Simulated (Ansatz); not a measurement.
Relaxation of AlBH4Si (7 atoms, charge 0, multiplicity 1), to a largest force component of 0.02 eV/Å in at most 40 steps.

These are results of RKS r2SCAN-D4/6-31G in Ansatz 0.2.0, not measurements.

```xyz
7
Properties=species:S:1:pos:R:3:forces:R:3
B -1.099 -0.593 -0.236 0.43 -0.75 -0.84
Al 0.945 -0.511 -0.869 1.65 -2.18 -2.63
Si 0.041 0.668 0.710 -0.23 2.32 2.75
H -2.160 -0.976 -0.398 -1.40 -0.33 -0.02
H 2.174 -0.985 -1.798 -0.10 0.06 0.07
H -0.197 2.100 0.439 -0.28 0.70 0.34
H 0.357 0.227 2.107 -0.05 0.17 0.33
```

**Question.** Where does it end, and by what steps?

**Answer.** It converged. The force dipped under the threshold on the way, but the program's further checks kept it going. Limits of this set-up: no polarisation functions. After 25 steps the energy has fallen by 1.799 eV; H7 moved furthest, 1.67 Å.

```
step  energy less start (eV)  largest force component (eV/Å)  accepted
   0                  0.0000                           2.750       yes
   1                 -0.5905                           1.080       yes
   2                 -0.7053                           0.416       yes
   3                 -0.8044                           0.813       yes
   4                 -0.9805                           0.787       yes
   5                 -1.2105                           0.905       yes
   6                 -1.4192                           0.700       yes
   7                 -1.5679                           0.479       yes
   8                 -1.6599                           0.372       yes
   9                 -1.7198                           0.485       yes
  10                 -1.7599                           0.452       yes
  11                 -1.7846                           0.114       yes
  12                 -1.7876                           0.136       yes
  13                 -1.7939                           0.060       yes
  14                 -1.7948                           0.028       yes
  15                 -1.7954                           0.029       yes
  16                 -1.7969                           0.074       yes
  17                 -1.7976                           0.043       yes
  18                 -1.7981                           0.036       yes
  19                 -1.7983                           0.035       yes
  20                 -1.7985                           0.011       yes
  21                 -1.7986                           0.023       yes
  22                 -1.7988                           0.029       yes
  23                 -1.7988                           0.021       yes
  24                 -1.7988                           0.047        no
  25                 -1.7989                           0.015       yes
```

```xyz
7
Properties=species:S:1:pos:R:3
B -1.092 -0.428 -0.508
Al 0.818 -0.971 -0.851
Si -0.354 0.797 0.731
H -2.193 -0.688 -0.860
H 2.380 -1.289 -1.010
H -0.691 1.870 1.726
H 1.193 0.642 0.726
```

Whether the end is a true minimum wasn't checked by a vibrational analysis.

Run time: 19 s on 1 thread of AMD EPYC 9R45 96-Core Processor (Zen 5) (shared host), peak memory 0.14 GiB.
